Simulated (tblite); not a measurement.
C6H9 (doublet state).
Structure used (GFN2-xTB), in Å, numbered top down from 1:
```
atom  x, y, z in Å
C1     3.0856   -0.1207    0.3351
C2     1.6519   -0.0647    0.1802
C3     0.4411   -0.0167    0.0463
C4    -0.9135    0.0365   -0.1010
C5    -1.7755   -1.1125    0.3026
C6    -1.5776    1.2452   -0.6702
H7     3.5639   -0.3505   -0.6202
H8     3.4657    0.8394    0.6888
H9     3.3567   -0.8944    1.0547
H10   -2.4976   -0.8033    1.0629
H11   -2.3483   -1.4823   -0.5519
H12   -1.1779   -1.9287    0.7010
H13   -2.2926    1.6629    0.0437
H14   -2.1387    0.9866   -1.5722
H15   -0.8477    2.0109   -0.9215
```

Computed geometry: GFN2-xTB, gas phase. This method treats the open shell by occupation alone, without spin polarisation.

Masses are those of the commonest isotopes; rigid-rotor values at the optimised geometry. 

Problem. What are A, B and C (MHz)?

Solution. Ia = 61.98, Ib = 294.09, Ic = 346.68 u·Å²; 505379 MHz·u·Å²/I gives A = 8154, B = 1718, C = 1458 MHz.

Problem. What kind of rotor is it?

Solution. A near-prolate asymmetric top; Ray's κ = -0.922.

Problem. What does the inertial defect say?

Solution. Not planar: Δ = Ic − Ia − Ib = -9.39 u·Å². For a rigid frame Δ = −2 Σ m c², so Σ m c² = 4.70 u·Å² lies off the ab plane, practically all of it from hydrogen. The atom farthest from that plane is 1.01 Å away.

Problem. List the rotational levels J(Ka,Kc) to J = 3 (MHz).

Solution. Above 0(0,0):
J = 1: 1(0,1) 3176, 1(1,1) 9612, 1(1,0) 9872
J = 2: 2(0,2) 9521, 2(1,2) 15703, 2(1,1) 16485, 2(2,1) 35791, 2(2,0) 35799
J = 3: 3(0,3) 19019, 3(1,3) 24836, 3(1,2) 26400, 3(2,2) 45320, 3(2,1) 45359, 3(3,1) 78153, 3(3,0) 78153
The levels of one J sum to (2J + 1)J(J + 1)(A + B + C)/3.

For this open shell read J as N, the rotation without spin; fine and hyperfine splittings come on top. Its GFN2-xTB frequencies are all real (lowest 20 cm⁻¹). Constants of a rigid frame at the computed geometry: no zero-point averaging, no centrifugal distortion.
